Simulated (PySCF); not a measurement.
Molecule: `FC1=CCC=C1`, C5H5F.

Numbering as in the mapped SMILES `[F:1][C:2]1=[CH:3][CH2:4][CH:5]=[CH:6]1`. Hydrogens are named by the atom that carries them.

Spin–spin couplings on one PBE0-D3(BJ)/def2-SVP geometry, PySCF 2.14.0 with density-fitted response routines, gas phase, non-relativistic, equivalent pairs averaged (spin–dipole term only in couplings to heteroatoms); isotopes ¹⁹F, ¹³C, ¹H; functional B3LYP.

How do the couplings (Hz) change with the basis set? Times are CPU seconds on shared hosts with different chips, so compare them loosely. Far from the basis limit: pcJ-0, 6-31G*, def2-TZVP, cc-pVTZ.

Results:


```tsv
basis set	functions	¹J(F1,C2)	¹J(C3,H(C3))	¹J(C5,H(C5))	¹J(C6,H(C6))	¹J(C4,H(C4))	¹J(C2,C3)	¹J(C5,C6)	core-s
pcJ-0	93	-400.6	167.7	164.9	163.1	116.5	67.2	55.8	12
6-31G*	94	-205.7	179.1	174.4	170.7	145.6	103.9	90.7	15
pcJ-1	212	-341.1	184.8	182.7	178.1	133.4	89.0	72.9	39
def2-TZVP	216	-372.9	174.8	173.3	168.8	125.8	89.0	71.7	40
cc-pVTZ	250	-330.2	167.6	165.9	160.5	115.4	103.6	82.4	46
```

The Fermi-contact term samples the wavefunction at the nucleus, which is why sets with added tight s functions (names with J) are made for couplings.
